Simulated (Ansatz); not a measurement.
Geometry optimisation, Ansatz 0.2.0, RKS r2SCANh-D4/6-31G*.

Input:

```yaml
crystal:
  periodic: [false, false, false]
  atoms:
    - { symbol: C, position_ang: [-0.71505, 0.69282, -0.84004] }
    - { symbol: "N", position_ang: [0.39126, 0.58853, -0.26661] }
    - { symbol: C, position_ang: [0.63312, -0.49115, 0.65298] }
    - { symbol: H, position_ang: [-1.56403, 0.01197, -0.70283] }
    - { symbol: H, position_ang: [-0.85854, 1.51411, -1.52685] }
    - { symbol: H, position_ang: [-0.08237, -0.4808, 1.47911] }
    - { symbol: H, position_ang: [0.55539, -1.45991, 0.15374] }
    - { symbol: H, position_ang: [1.64023, -0.37558, 1.0505] }
basis:
  gaussian: { orbitals: "6-31G*" }
hamiltonian:
  xc: r2scanh
  dispersion: d4
relax:
  f_tol: 0.02
  max_steps: 40
scf:
  lower_state_search: "off"
```

Command:

```bash
$ ansatz run input.yaml --threads 1 --pin off --max-ram 2048MiB --backend cpu --events-out ev --progress --plain --runs-dir out
```

Where does it end, and by what steps?

The run converged. After 16 steps the energy has fallen by 0.142 eV; H4 moved furthest, 0.72 Å.

| step | energy less start (eV) | largest force component (eV/Å) | accepted |
| --- | --- | --- | --- |
| 0 | 0.0000 | 0.965 | yes |
| 1 | -0.0241 | 0.299 | yes |
| 2 | -0.0303 | 0.108 | yes |
| 3 | -0.0286 | 0.206 | no |
| 4 | -0.0317 | 0.029 | yes |
| 5 | -0.0379 | 0.243 | yes |
| 6 | -0.0488 | 0.372 | yes |
| 7 | -0.0915 | 0.391 | yes |
| 8 | -0.1005 | 1.760 | yes |
| 9 | -0.1043 | 0.624 | yes |
| 10 | -0.1376 | 0.257 | yes |
| 11 | -0.1381 | 0.132 | yes |
| 12 | -0.1416 | 0.035 | yes |
| 13 | -0.1417 | 0.061 | yes |
| 14 | -0.1417 | 0.039 | yes |
| 15 | -0.1417 | 0.028 | yes |
| 16 | -0.1418 | 0.002 | yes |

```xyz
8
Properties=species:S:1:pos:R:3
C -0.713 0.750 -0.788
N 0.453 0.316 -0.564
C 0.625 -0.566 0.568
H -1.591 0.494 -0.173
H -0.878 1.418 -1.635
H -0.303 -0.768 1.127
H 1.044 -1.515 0.216
H 1.364 -0.128 1.248
```

The run took 27 s on 1 thread of Arm Neoverse V2 (shared host), peak memory 0.1 GiB.
